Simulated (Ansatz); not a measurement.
# C₂HF₂N: one species, many methods

An exercise on one series of results from a longer session: the logs are not shown, and one member is left open.

Computed with Ansatz 0.2.0, Gaussian basis. Level: functionals in def2-TZVPP, the program's frozen cores in correlated methods.

Plan: LDA (SPW92), PBE-D4, revPBE-D4, BLYP-D4, r2SCAN-D4, B97M-V, PBE0-D4, B3LYP-D4, r2SCANh-D4, r2SCAN0-D4, HSE06-D4, BHLYP-D4, CAM-B3LYP-D4, LC-ωPBE, ωB97X-V, ωB97M-V, B2PLYP, PBE-QIDH; CCSD(T)/def2-SVP; CCSD(T)/def2-TZVPP; MP2/def2-QZVPP; extrapolation to the limit; RPA on PBE.

## The relaxed structure

The geometry comes from an earlier relaxation with PBE0-D4 in a triple-zeta def2 set; it is a stationary point.

SMILES `N#CC(F)F`, 6 atoms, charge 0, spin multiplicity 1.

Atoms are counted from 1 here; the program's logs count them from 0.

Bond lengths: N1–C2 1.147 Å, C2–C3 1.475 Å, C3–F4 1.345 Å, C3–F5 1.345 Å, C3–H6 1.094 Å. Angles: N1–C2–C3 177.4°, C2–C3–F4 109.6°, C2–C3–F5 109.6°, C2–C3–H6 110.7°, F4–C3–F5 108.7°, F4–C3–H6 109.0°, F5–C3–H6 109.0°.

Coordinates:

```xyz
6
charge 0, multiplicity 1
N     1.1357   -1.7404    0.6084
C     0.5350   -0.8218    0.2751
C    -0.2367    0.3810   -0.0912
F    -1.4205    0.0163   -0.6143
F     0.4416    1.0903   -1.0105
H    -0.4130    1.0105    0.7865
```

Set-up of the first run:

in.yaml reads:

```yaml
crystal:
  periodic: [false, false, false]
  atoms:
    - {symbol: N, position_ang: [1.135711, -1.740371, 0.608411]}
    - {symbol: C, position_ang: [0.534985, -0.821815, 0.275057]}
    - {symbol: C, position_ang: [-0.236662, 0.381029, -0.091222]}
    - {symbol: F, position_ang: [-1.420481, 0.016319, -0.614350]}
    - {symbol: F, position_ang: [0.441620, 1.090258, -1.010479]}
    - {symbol: H, position_ang: [-0.412974, 1.010480, 0.786481]}
basis:
  gaussian: {orbitals: def2-TZVPP}
hamiltonian: {xc: lda}
output: {orbitals: {seedname: orbitals}}
```

The run is started by

```bash
$ ansatz run in.yaml --threads 4 --pin off --events-out ev --progress --plain --max-ram 10444MiB
```

Steps of the session up to this table: LDA; PBE-D4 (GGA); revPBE-D4 (GGA); BLYP-D4 (GGA); r2SCAN-D4 (meta-GGA); B97M-V (meta-GGA); B3LYP-D4 (hybrid); r2SCANh-D4 (hybrid); r2SCAN0-D4 (hybrid); HSE06-D4 (hybrid); BHLYP-D4 (hybrid); CAM-B3LYP-D4 (range-separated); LC-ωPBE (range-separated); ωB97X-V (range-separated); ωB97M-V (range-separated); B2PLYP (double hybrid); PBE-QIDH (double hybrid).

One table of the session follows, with a row left open; its other results are not shown here.

It belongs to the step «Orbital energies across the functionals». 

| functional | HOMO (eV) | gap (eV) |
| --- | --- | --- |
| LDA (SPW92) | -9.27 | 7.15 |
| PBE-D4 | -9.11 | 7.31 |
| revPBE-D4 | ? | ? |
| BLYP-D4 | -9.06 | 7.37 |
| r2SCAN-D4 | -9.53 | 7.96 |
| B97M-V | -9.54 | 8.12 |
| PBE0-D4 | -10.70 | 10.02 |
| B3LYP-D4 | -10.45 | 9.48 |
| r2SCANh-D4 | -10.10 | 8.95 |
| r2SCAN0-D4 | -10.91 | 10.38 |
| HSE06-D4 | -10.29 | 9.22 |
| BHLYP-D4 | -12.00 | 12.51 |
| CAM-B3LYP-D4 | -12.19 | 12.68 |
| LC-ωPBE | -13.65 | 15.45 |
| ωB97X-V | -13.19 | 14.91 |
| ωB97M-V | -13.06 | 14.67 |

Estimate the missing values for revPBE-D4.

As computed: HOMO (eV): -9.04; gap (eV): 7.36. In the column «HOMO (eV)» it is the highest.
